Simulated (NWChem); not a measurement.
# Correlation energy of Cl₂ (+1)

```
Cl
Cl 1 1.9598
```
Charge +1, spin multiplicity 2.

The numbers come from NWChem runs, not from measurements. Structure: optimised with UPBE/def2-SVP, a minimum by its harmonic frequencies.

Basis set: cc-pVTZ. Each correlation energy counts from its own Hartree-Fock reference.

| method | correlation energy (mHa) |
|---|---|
| UMP2 | -363.1 |
| CCSD(T) on ROHF | -423.2 |
| CCSD on UHF | -394.5 |
| CCSD(T) on UHF | -414.2 |
| CCSD on ROHF | -402.6 |
| CCSD[T] on ROHF | -423.3 |
| SCS-UMP2 | -356.6 |
| URI-MP2 | -363.2 |
| CCSD[T] on UHF | -414.6 |

The values span 66.8 mHa, from CCSD[T] on ROHF (lowest) to SCS-UMP2 (highest). 

The correlated methods keep 10 core orbitals frozen. The structure started from a generated list of species. The unpaired electrons of the parent sit in orbitals of symmetry b3g (D2h labels of the run); other states weren't searched. No SCF solution was tested for a lower state. Open-shell Hartree-Fock references start from PBE0 orbitals. Coupled-cluster values serve here as a point of comparison, not as the truth.
